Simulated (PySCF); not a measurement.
## cyclohexene: calculation against experiment

**The experiment to reproduce.**

NIST CCCBDB Release 22 (SRD 101), experimental dipoles lists, for the gas: dipole moment 0.331 D.

How close the calculation comes is told at the end.

Compound: cyclohexene, C6H10.
Numbering: `[CH:1]1=[CH:2][CH2:3][CH2:4][CH2:5][CH2:6]1` (hydrogens: H7 on C1; H8 on C2; H9, H10 on C3; H11, H12 on C4; H13, H14 on C5; H15, H16 on C6)

Structure used (GFN2-xTB), in Å, numbered top down from 1:
```
atom  x, y, z in Å
C1    -0.0092    1.5016    0.3412
C2     1.1864    0.9400    0.2834
C3     1.4042   -0.5085   -0.0301
C4     0.1591   -1.1372   -0.6504
C5    -1.0722   -0.7527    0.1624
C6    -1.2855    0.7574    0.0934
H7    -0.1106    2.5554    0.5634
H8     2.0768    1.5220    0.4800
H9     2.2574   -0.6141   -0.7052
H10    1.6624   -1.0340    0.8961
H11    0.0393   -0.7743   -1.6735
H12    0.2682   -2.2232   -0.6876
H13   -0.9220   -1.0517    1.2022
H14   -1.9558   -1.2720   -0.2145
H15   -2.0382    1.0666    0.8234
H16   -1.6678    1.0337   -0.8958
```

Runs made with PySCF (gas phase, on this GFN2-xTB geometry; no spin–orbit coupling):

```json
{"level": "PBE0/pcSseg-1", "job": "shieldings, ring-centre shieldings, charges and field gradients", "basis functions": "152", "wall time": "13 s"}
```

Hardware: one thread, Arm Neoverse V2, on a shared host.

**Comparison with experiment**

**Dipole moment.** Measured: 0.331 D (NIST CCCBDB Release 22 (SRD 101), experimental dipoles).

```json
{"level": "PBE0/pcSseg-1", "computed (D)": "0.309", "computed − measured (D)": "-0.022", "% (from the printed values)": "-7"}
```

The computed dipoles belong to one fixed geometry; measured ones are averaged over vibrations unless marked μe. Magnitudes are compared, not signs.

The geometry is computed, not the measured one. Where a level misses, the cause wasn't examined.
